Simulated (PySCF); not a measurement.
Job file and geometry (Å, from GFN2-xTB) of an NMR shielding run on SMILES CCPCSC, C₄H₁₁PS, GIAO PBE0/pcSseg-1 NMR shielding, non-relativistic, gas phase (PySCF); density fitting, a coarse starting grid and PySCF grid level 2 are the driver's defaults:

```
{"job": {"kind": "nmr", "xc": "PBE0", "basis": "pcSseg-1"}, "charge": 0, "multiplicity": 1}
C     -2.245881     0.640500     0.696452
C     -1.966375    -0.506764    -0.265212
P     -0.235089    -0.611553    -0.936600
C      0.701382    -0.563591     0.681238
S      2.443302    -1.060889     0.503137
C      2.977720     0.165022    -0.719277
H     -1.966214     1.593977     0.250681
H     -3.308119     0.672913     0.932518
H     -1.696918     0.518917     1.627328
H     -2.615003    -0.424751    -1.142562
H     -2.187664    -1.467835     0.209203
H     -0.117696     0.762443    -1.194501
H      0.671543     0.421314     1.150774
H      0.267184    -1.306254     1.353709
H      2.411752     0.021534    -1.637700
H      4.033756    -0.008365    -0.897916
H      2.825322     1.165412    -0.322258
```

Q: What does the program print?

A: 
```
coarse grid: 14416 points
cycle   1  E = -897.9864112913  dE =  3.234e-01  |g| = 3.430e-01  |ddm| = 3.585e+00
cycle   2  E = -897.9859629915  dE =  4.483e-04  |g| = 3.565e-01  |ddm| = 6.705e-01
cycle   3  E = -898.0188176736  dE = -3.285e-02  |g| = 4.542e-02  |ddm| = 3.261e-01
cycle   4  E = -898.0193232838  dE = -5.056e-04  |g| = 1.863e-02  |ddm| = 8.157e-02
cycle   5  E = -898.0194086244  dE = -8.534e-05  |g| = 3.886e-03  |ddm| = 2.472e-02
cycle   6  E = -898.0194117823  dE = -3.158e-06  |g| = 1.468e-03  |ddm| = 4.633e-03
final grid: 127600 points
cycle   7  E = -898.0587945740  dE = -3.400e-05  |g| = 9.797e-03  |ddm| = 2.936e-02
cycle   8  E = -898.0587800504  dE =  1.452e-05  |g| = 1.236e-02  |ddm| = 1.750e-02
cycle   9  E = -898.0588182212  dE = -3.817e-05  |g| = 5.647e-04  |ddm| = 1.058e-02
cycle  10  E = -898.0588183033  dE = -8.213e-08  |g| = 2.074e-04  |ddm| = 9.175e-04
cycle  11  E = -898.0588183134  dE = -1.009e-08  |g| = 6.272e-05  |ddm| = 2.303e-04
cycle  12  E = -898.0588183144  dE = -9.566e-10  |g| = 2.000e-05  |ddm| = 8.147e-05
converged SCF energy = -898.0588183144

GIAO shielding tensors (ppm)
atom      isotropic    diamagn.    paramagn.     s11        s22        s33       span
  0 C      168.365     247.992     -79.627    146.091    172.931    186.073     39.982
  1 C      166.217     253.006     -86.789    158.994    165.689    173.968     14.974
  2 P      390.009     967.140    -577.132    351.505    375.074    443.447     91.942
  3 C      157.148     254.772     -97.624    134.890    156.471    180.085     45.195
  4 S      544.479    1055.196    -510.716    433.832    471.517    728.088    294.255
  5 C      167.308     251.663     -84.356    153.178    165.336    183.409     30.231
  6 H       30.954      30.796       0.158     26.721     29.585     36.556      9.835
  7 H       30.163      27.996       2.167     24.867     27.276     38.347     13.481
  8 H       30.217      31.318      -1.101     25.186     30.881     34.584      9.398
  9 H       30.135      30.643      -0.508     24.310     28.527     37.567     13.258
 10 H       30.270      31.415      -1.145     25.881     28.735     36.193     10.312
 11 H       28.422      32.340      -3.918     24.180     28.773     32.314      8.135
 12 H       28.188      33.271      -5.083     20.852     30.159     33.552     12.701
 13 H       29.856      32.328      -2.472     23.404     30.248     35.915     12.510
 14 H       29.307      30.697      -1.390     23.575     29.439     34.906     11.331
 15 H       29.876      28.014       1.862     24.860     26.435     38.332     13.472
 16 H       29.867      30.656      -0.789     25.501     27.250     36.849     11.348
```

Size and cost of the density-fitted run: 171 basis functions, of the order of 60 core-seconds.
